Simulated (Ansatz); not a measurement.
Reaction (isomerisation): `C=N/C(O)=N\C` → `N/C=C(\N)C=O`

Isolated molecules relaxed with PBE0-D4/def2-TZVP in Ansatz; ΔE leaves out vibrations. CCSD(T)/CBS is the MP2 limit (def2-TZVPP, def2-QZVPP) plus CCSD(T) − MP2 in def2-TZVPP, frozen cores. Double bonds are as drawn, so ΔE can hold a change between cis and trans. DFT in def2-TZVPP. B3LYP here is the variant with VWN-RPA as its local correlation; programs differ in this. Each species was taken in one conformer, which may not be the lowest.

Is it downhill or uphill in electronic energy at CCSD(T)/CBS, and by how much? (An estimate is asked.)

Ansatz gave: Downhill: ΔE = -36.6 kJ/mol.

What do these levels give: PBE-D4, r2SCAN-D4, B3LYP-D4, PBE, r2SCAN, PBE0, B3LYP, CCSD/def2-TZVPP, CCSD(T)/def2-TZVPP, HF/def2-QZVPP, SCS-MP2/def2-QZVPP, MP2/CBS(def2)? (Best estimate.)

The calculation gave: PBE-D4 -54.3, r2SCAN-D4 -51.5, B3LYP-D4 -48.6, PBE -53.8, r2SCAN -51.4, PBE0 -51.4, B3LYP -47.8, CCSD/def2-TZVPP -30.9, CCSD(T)/def2-TZVPP -31.1, HF/def2-QZVPP -30.6, SCS-MP2/def2-QZVPP -36.9, MP2/CBS(def2) -46.5 kJ/mol.

Largest T1 diagnostic among the species: 0.016.
